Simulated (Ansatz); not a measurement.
# r2SCAN/STO-3G run of BH3Cl− (SMILES [H][B-]([H])([H])Cl)

What is the vertical singlet–triplet gap of BH3Cl− at r2SCAN/STO-3G? 

The results are computed with Ansatz 0.2.0.

6 further runs of the same task are left out: 6 that didn't finish.

### Step 1. The system as given

BH3Cl− has 5 atoms, charge -1, and is taken as a singlet. As SMILES, `[H][B-]([H])([H])Cl`. The coordinates come from a GFN2-xTB relaxation.

Bond lengths: B1–Cl2 1.875 Å, B1–H3 1.207 Å, B1–H4 1.208 Å, B1–H5 1.207 Å. Angles: Cl2–B1–H3 106.7°, Cl2–B1–H4 106.7°, Cl2–B1–H5 106.7°, H3–B1–H4 112.1°, H3–B1–H5 112.2°, H4–B1–H5 112.1°.

### Step 2. The energy at r2SCAN/STO-3G

Input file in.yaml:

```yaml
crystal:
  periodic: [false, false, false]
  atoms:
    - {symbol: B, position_ang: [-0.001280, 0.001630, -0.167010]}
    - {symbol: Cl, position_ang: [0.013600, -0.021140, 1.707330]}
    - {symbol: H, position_ang: [1.152300, 0.011380, -0.522240]}
    - {symbol: H, position_ang: [-0.586640, 1.005700, -0.497000]}
    - {symbol: H, position_ang: [-0.577980, -0.997580, -0.521080]}
basis:
  gaussian:
    orbitals: STO-3G
hamiltonian:
  xc: {name: r2SCAN}
total_charge: -1
accuracy: high
```

Command:

```sh
$ ansatz run in.yaml --threads 1 --pin off --max-ram 2610MiB --events-out events.jsonl --progress --plain --runs-dir runs
```

Standard output:

```text
Warning: RAYON_NUM_THREADS=1 ignored (pool sized by the plan → 1); use --threads N
Functional definition: r2SCAN
  name "r2SCAN"
  parameter k0 = 0.174
  parameter k1 = 0.065
  parameter a1 = 4.9479
  exchange = r2scan_x(k0 = k0, k1 = k1, a1 = a1)
  correlation = r2scan_c
282 factors; integrals over basis functions are off by at most 2.4e-8 eV
mean field evaluation 1: about -13101.5556 eV, gradient 1.1e1 eV
mean field evaluation 2: about -13101.7501 eV, gradient 8.0e0 eV
mean field evaluation 4: about -13101.9623 eV, gradient 3.8e-2 eV
mean field evaluation 8: about -13101.9197 eV, gradient 5.5e-4 eV
mean field -13101.91969445 eV, -481.4866679708 hartree, gradient 1.8e-8 eV, S^2 0.000000; 0 other end points of the search recorded, 0 dependent functions left out
reference -13101.91969478 eV, -481.4866679831 hartree; 13, 13 occupied and 4, 4 virtual orbitals, 282 factors
Total energy: -13101.91969478 eV, -481.4866679831 hartree
```

Run time: 2.4 s. Hardware: 1 thread of Intel Xeon Platinum 8259CL at 2.50GHz (Skylake/Cascade Lake), shared host; peak memory 0.14 GiB.

### Step 3. The triplet

in.yaml, as its differences from that of step 2:

```diff
@@ -11,5 +11,8 @@
     orbitals: STO-3G
+total_charge: -1
+magnetization:
+  spin_polarized: true
+  initial_magnetization: 2
 hamiltonian:
   xc: {name: r2SCAN}
-total_charge: -1
 accuracy: high
```

Command:

```sh
$ ansatz run in.yaml --threads 1 --pin off --max-ram 2610MiB --events-out events.jsonl --progress --plain --runs-dir runs
```

Standard output:

```text
Warning: RAYON_NUM_THREADS=1 ignored (pool sized by the plan → 1); use --threads N
[... 7 set-up lines as earlier in the session ...]
282 factors; integrals over basis functions are off by at most 2.4e-8 eV
mean field evaluation 1: about -13088.8205 eV, gradient 9.6e0 eV
mean field evaluation 2: about -13087.8021 eV, gradient 9.9e0 eV
mean field evaluation 4: about -13090.3771 eV, gradient 3.0e0 eV
mean field evaluation 8: about -13090.3771 eV, gradient 3.0e0 eV
mean field evaluation 16: about -13090.5155 eV, gradient 9.3e-4 eV
mean field evaluation 32: about -13090.5146 eV, gradient 6.3e-4 eV
mean field -13090.51663936 eV, -481.0676134256 hartree, gradient 5.9e-8 eV, S^2 2.001572; 6 other end points of the search recorded, 0 dependent functions left out
reference -13090.51664005 eV, -481.0676134510 hartree; 14, 12 occupied and 3, 5 virtual orbitals, 282 factors
Total energy: -13090.51664005 eV, -481.0676134510 hartree
```

It took 19 s on 1 thread of Intel Xeon Platinum 8259CL at 2.50GHz (Skylake/Cascade Lake), shared host; peak memory 0.22 GiB.

### Step 4. Results

Level: r2SCAN/STO-3G.

| quantity | value |
| --- | --- |
| singlet: total energy | -481.48667 Eh |
| triplet: total energy | -481.06761 Eh |
| triplet: ⟨S²⟩ | 2.002 |
| vertical energy of the triplet above the singlet | 11.403 eV |

At this shape the triplet lies 11.40 eV (263 kcal/mol) above the singlet. For an anion a state so high probably lies above electron detachment. In a minimal basis such a difference can be off by several eV, whatever the method.
